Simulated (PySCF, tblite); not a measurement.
Dissociation curve of BeH, doublet.

Levels: GFN2-xTB, 300 K electronic temperature (tblite); UCCSD(T) = CCSD(T) on UHF/cc-pVDZ run with PySCF 2.14.0.

Energies relative to the lowest point of each curve near equilibrium, in mEh; the last columns give the difference from UCCSD(T):

```tsv
R / Å	GFN2-xTB	UCCSD(T)	GFN2-xTB − UCCSD(T)
1.02	34.9	49.8	-15.0
1.07	21.2	33.1	-12.0
1.14	9.1	16.9	-7.8
1.22	2.2	6.0	-3.8
1.27	0.4	2.2	-1.8
1.32	0.0	0.4	-0.4
1.36	0.4	0.0	0.4
1.38	0.9	0.1	0.8
1.45	3.3	1.9	1.4
1.51	6.2	4.7	1.4
1.59	10.8	9.9	0.9
1.70	17.8	18.6	-0.9
1.85	28.6	31.7	-3.1
2.01	40.9	45.0	-4.1
2.25	59.4	60.4	-1.1
2.43	72.8	67.3	5.4
2.72	92.2	71.9	20.3
2.99	106.4	72.8	33.7
3.31	117.2	72.7	44.4
3.64	122.9	72.6	50.3
4.04	126.2	72.4	53.8
4.69	128.2	72.4	55.8
5.42	128.8	72.4	56.4
```

GFN2-xTB is furthest from UCCSD(T) at 5.42 (56.4 mEh, above); its mean absolute difference over the points is 16.3 mEh.

The unrestricted determinant behind UCCSD(T) is spin-contaminated at 2.01 to 5.42 Å (<S²> up to 1.0, against 0.75 for a pure doublet).
